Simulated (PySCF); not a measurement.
# FHSi: the cost of one run

Computed with PySCF 2.14.0 and routines of our own; the level stands in each step. Atoms count from 0.

## (1) The system as given

3 atoms, charge 0, multiplicity 3; geometry from: GFN2-xTB.

## (2) Open-shell or spin-flip excitations: unrestricted TDA B3LYP/def2-SVPD

What the job is given:

```
{"job": {"kind": "uabs", "xc": "B3LYP", "basis": "def2-SVPD", "nstates": 10, "tda": true}, "charge": 0, "multiplicity": 3}
F      1.308088    -0.263092    -0.002618
Si    -0.094704     0.591317    -0.011459
H     -1.201903    -0.330763     0.001524
```

With the program's defaults for keys left out, this is: unrestricted TDA B3LYP/def2-SVPD, vertical, gas phase, core orbitals frozen in the response.

Run with:

```sh
OMP_NUM_THREADS=1 python excited_run.py task.json out
```

This one command runs all jobs of the session in turn.

**Question.** How long does this first job take on 1 thread of Arm Neoverse V1, shared host, and how much memory does it need?

About 2.5 s, with a peak of 0.25 GiB.
